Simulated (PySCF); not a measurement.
Computed with core-valence-separated Tamm–Dancoff BHandHLYP/aug-pcX-1 (pcseg-1 on H) in PySCF, non-relativistic, gas phase, PBE0-D3(BJ)/def2-SVP geometry. Absolute energies from this functional tend to lie a few eV below measured edges; no shift was applied.

Main lines of an unknown, eV (oscillator strength): C K: 285.3 (0.008), 285.4 (0.019), 285.6 (0.016), 285.7 (0.018), 286.0 (0.027); O K: 532.1 (0.021), 534.3 (0.003), 534.4 (0.018), 534.5 (0.006), 535.2 (0.005). Listed: the first five lines at most of each edge with a tenth or more of its strongest line's intensity; roots within 0.03 eV on the same or equivalent atoms are summed. Only the lowest roots were sought, and the top ones are left out.

Question: Which candidate gives them?
A. `COCC(C)C`
B. `C(CC)CCO`

Answer: B. 

- `CCCCCO`: C K: 285.3 (0.008), 285.4 (0.019), 285.6 (0.016), 285.7 (0.018), 286.0 (0.027); O K: 532.1 (0.021), 534.3 (0.003), 534.4 (0.018), 534.5 (0.006), 535.2 (0.005). First C line listed at 285.3 eV, hole on the methyl carbon; first O line listed at 532.1 eV, hole on the alcohol oxygen.
- `COCC(C)C`: C K: 285.3 (0.020), 285.8 (0.009), 285.9 (0.035), 286.0 (0.027), 286.0 (0.029); O K: 533.8 (0.015), 533.9 (0.002), 534.3 (0.014), 534.7 (0.003), 535.3 (0.011). First C line listed at 285.3 eV, hole on the methyl carbon; first O line listed at 533.8 eV, hole on the ether oxygen.

One conformer each; other structures than these candidates weren't tested.

Shape of the structure used: `[CH3:1][CH2:2][CH2:3][CH2:4][CH2:5][OH:6]`: C1–C2–C3–C4 180°, C2–C3–C4–C5 -179°, C3–C4–C5–O6 -177°, H–O6–C5–C4 -60°.
